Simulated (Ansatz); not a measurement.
# triplet BH2SF at 6 levels

Aim: a comparison of 6 runs (UHF/def2-SVPD, U-revPBE/def2-SVPD, UBLYP/def2-SVPD, UCAM-B3LYP/def2-SVPD, UPBE0/def2-SVPD, USVWN5/def2-SVPD) of triplet BH2SF. 

The results are computed with Ansatz 0.2.0.

59 further runs of the same task are left out: 59 set aside as unsound or not needed.

## (1) Starting point

BH2SF has 5 atoms, charge 0, and is taken as a triplet. SMILES of the parent species: `FBS`. Geometry: relaxed at PBE0-D4/def2-TZVP. This is one conformer, not always the lowest. That shape belongs to the parent species and isn't relaxed for this state.

Bond lengths: F1–B2 1.322 Å, B2–S3 1.794 Å, B2–H4 1.194 Å, S3–H5 1.342 Å. Angles: F1–B2–S3 117.9°, F1–B2–H4 119.5°, S3–B2–H4 122.6°, B2–S3–H5 94.9°.

## (2) A single-point energy at UHF/def2-SVPD (run 1)

File in.yaml:

```yaml
crystal:
  periodic: [false, false, false]
  atoms:
    - {symbol: F, position_ang: [-1.119100, -0.905900, -1.069200]}
    - {symbol: B, position_ang: [-0.412800, -0.339100, -0.106100]}
    - {symbol: S, position_ang: [0.972400, 0.698600, -0.579400]}
    - {symbol: H, position_ang: [-0.712000, -0.530900, 1.033700]}
    - {symbol: H, position_ang: [1.321400, 1.003700, 0.679600]}
basis:
  gaussian:
    orbitals: def2-SVPD
magnetization:
  spin_polarized: true
  initial_magnetization: 2
hamiltonian:
  xc: hf
accuracy: high
output:
  orbitals: {seedname: orbitals}
```

Launch:

```console
ansatz run in.yaml --threads 1 --pin off --max-ram 2610MiB --events-out events.jsonl --progress --plain --runs-dir runs
```

The program printed:

```text
Warning: RAYON_NUM_THREADS=1 ignored (pool sized by the plan → 1); use --threads N
Functional definition: HF
  name "HF"
  exchange = exact_x
  correlation = 0
1671 factors; integrals over basis functions are off by at most 3.4e-9 eV
mean field evaluation 1: about -14215.2884 eV, gradient 2.0e1 eV
mean field evaluation 2: about -14215.3550 eV, gradient 2.0e1 eV
mean field evaluation 4: about -14217.7001 eV, gradient 2.7e0 eV
mean field evaluation 8: about -14217.7715 eV, gradient 1.5e-1 eV
mean field evaluation 16: about -14217.7720 eV, gradient 7.1e-8 eV
mean field evaluation 32: about -14216.5403 eV, gradient 1.9e0 eV
mean field evaluation 64: about -14216.3017 eV, gradient 6.3e-1 eV
mean field evaluation 96: about -14217.6744 eV, gradient 9.7e-1 eV
mean field -14217.77195531 eV, -522.4934822058 hartree, gradient 7.1e-8 eV, S^2 2.023692; 2 other end points of the search recorded, 0 dependent functions left out
reference -14217.77195531 eV, -522.4934822058 hartree; 17, 15 occupied and 69, 71 virtual orbitals, 1671 factors
Total energy: -14217.77195531 eV, -522.4934822058 hartree
```

It took 6.9 s on 1 thread of Arm Neoverse V1, shared host; peak memory 0.28 GiB.

## (3) The energy at U-revPBE/def2-SVPD (run 2)

Edit in.yaml of step 2 so:

```diff
@@ -9,11 +9,7 @@
 basis:
-  gaussian:
-    orbitals: def2-SVPD
-magnetization:
-  spin_polarized: true
-  initial_magnetization: 2
-hamiltonian:
-  xc: hf
+  gaussian: {orbitals: def2-SVPD}
+output: {orbitals: {seedname: orbitals}}
+total_charge: 0
+hamiltonian: {xc: {name: revPBE}}
 accuracy: high
-output:
-  orbitals: {seedname: orbitals}
+magnetization: {spin_polarized: true, initial_magnetization: 2}
```

Launch:

```console
ansatz run in.yaml --threads 1 --pin off --max-ram 2610MiB --events-out events.jsonl --progress --plain --runs-dir runs
```

The program printed:

```text
Warning: RAYON_NUM_THREADS=1 ignored (pool sized by the plan → 1); use --threads N
Functional definition: revPBE
  name "revPBE"
  parameter kappa = 1.245
  parameter beta = 0.06672455060314922
  exchange = pbe_x(kappa = kappa, mu = beta*pi^2/3)
  correlation = pbe_c(beta = beta)
1671 factors; integrals over basis functions are off by at most 3.4e-9 eV
mean field evaluation 1: about -14245.2557 eV, gradient 2.6e1 eV
mean field evaluation 2: about -14214.3593 eV, gradient 8.0e1 eV
mean field evaluation 4: about -14246.4221 eV, gradient 1.9e1 eV
mean field evaluation 8: about -14246.7644 eV, gradient 1.5e1 eV
mean field evaluation 16: about -14248.9465 eV, gradient 2.0e0 eV
mean field evaluation 32: about -14243.9061 eV, gradient 1.6e1 eV
mean field evaluation 64: about -14248.7996 eV, gradient 1.2e0 eV
mean field -14248.98060638 eV, -523.6403789785 hartree, gradient 2.7e-8 eV, S^2 2.004779; 8 other end points of the search recorded, 0 dependent functions left out
reference -14248.98061138 eV, -523.6403791623 hartree; 17, 15 occupied and 69, 71 virtual orbitals, 1671 factors
Total energy: -14248.98061138 eV, -523.6403791623 hartree
```

It took 18 s on 1 thread of Arm Neoverse V1, shared host; peak memory 0.25 GiB.

Runs 3 to 5 aren't shown in full; the table further down has their settings and results.

## (4) The energy at USVWN5/def2-SVPD (run 6)

File run.yaml:

```yaml
basis:
  gaussian: {orbitals: def2-SVPD}
crystal:
  periodic: [false, false, false]
  atoms:
    - {symbol: F, position_ang: [-1.119100, -0.905900, -1.069200]}
    - {symbol: B, position_ang: [-0.412800, -0.339100, -0.106100]}
    - {symbol: S, position_ang: [0.972400, 0.698600, -0.579400]}
    - {symbol: H, position_ang: [-0.712000, -0.530900, 1.033700]}
    - {symbol: H, position_ang: [1.321400, 1.003700, 0.679600]}
hamiltonian: {xc: {name: SVWN5}}
magnetization: {spin_polarized: true, initial_magnetization: 2}
output: {orbitals: {seedname: orbitals}}
accuracy: high
```

Launch:

```console
ansatz run run.yaml --threads 1 --pin off --max-ram 2610MiB --events-out events.jsonl --progress --plain --runs-dir runs
```

The program printed:

```text
Warning: RAYON_NUM_THREADS=1 ignored (pool sized by the plan → 1); use --threads N
Functional definition: SVWN5
  name "SVWN5"
  exchange = slater_x
  correlation = vwn5_c
1671 factors; integrals over basis functions are off by at most 3.4e-9 eV
mean field evaluation 1: about -14185.6292 eV, gradient 2.6e1 eV
mean field evaluation 2: about -14156.9156 eV, gradient 7.6e1 eV
mean field evaluation 4: about -14188.1877 eV, gradient 1.3e1 eV
mean field evaluation 8: about -14188.0325 eV, gradient 1.2e1 eV
mean field evaluation 16: about -14189.5666 eV, gradient 7.5e-2 eV
mean field evaluation 32: about -14189.4191 eV, gradient 1.0e0 eV
mean field -14189.56667456 eV, -521.4569572564 hartree, gradient 1.5e-8 eV, S^2 2.002015; 8 other end points of the search recorded, 0 dependent functions left out
reference -14189.56667844 eV, -521.4569573991 hartree; 17, 15 occupied and 69, 71 virtual orbitals, 1671 factors
Total energy: -14189.56667844 eV, -521.4569573991 hartree
```

Run time: 10 s. Hardware: 1 thread of Arm Neoverse V1, shared host; peak memory 0.23 GiB.

## (5) All runs side by side

| run | level | energy (Eh) | HOMO energy (eV) | ⟨S²⟩ | wall time |
| --- | --- | --- | --- | --- | --- |
| 1 | UHF/def2-SVPD | -522.493482 | -5.53 | 2.024 | 6.9 s |
| 2 | U-revPBE/def2-SVPD | -523.640379 | -2.10 | 2.005 | 18 s |
| 3 | UBLYP/def2-SVPD | -523.726803 | -1.94 | 2.004 | 19 s |
| 4 | UCAM-B3LYP/def2-SVPD | -523.717609 | -4.22 | 2.007 | 21 s |
| 5 | UPBE0/def2-SVPD | -523.480141 | -3.07 | 2.009 | 22 s |
| 6 | USVWN5/def2-SVPD | -521.456957 | -2.21 | 2.002 | 10 s |

## (6) Outcome

| quantity | value |
| --- | --- |
| run 6: total energy | -521.45696 Eh |
| run 6: HOMO energy (highest over α and β) | -2.21 eV |
| run 6: ⟨S²⟩ | 2.002 |

In words: Totals of different functionals can't be ranked against each other. All runs together took 97 s, the longest 22 s.
